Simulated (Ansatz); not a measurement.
## Ansatz (development build ahead of 0.2.0) run

```yaml
crystal:
  periodic: [false, false, false]
  atoms:
    - { symbol: Al, position_ang: [0.0, 0.0, 0.0] }
    - { symbol: Si, position_ang: [0.99122, 1.32162, 2.8614] }
basis:
  gaussian: { orbitals: "6-31G" }
magnetization:
  initial_magnetization: 3
hamiltonian:
  xc: hf
correlation:
  method: fci
  frozen_orbitals: { Al: 5, Si: 5 }
```

The input is written out in the form of the current development build from the run's settings.

Results

```json
{
  "Converged": "yes",
  "Total energy": "-530.78261 hartree",
  "State": "lowest quartet root, of any spatial symmetry"
}
```
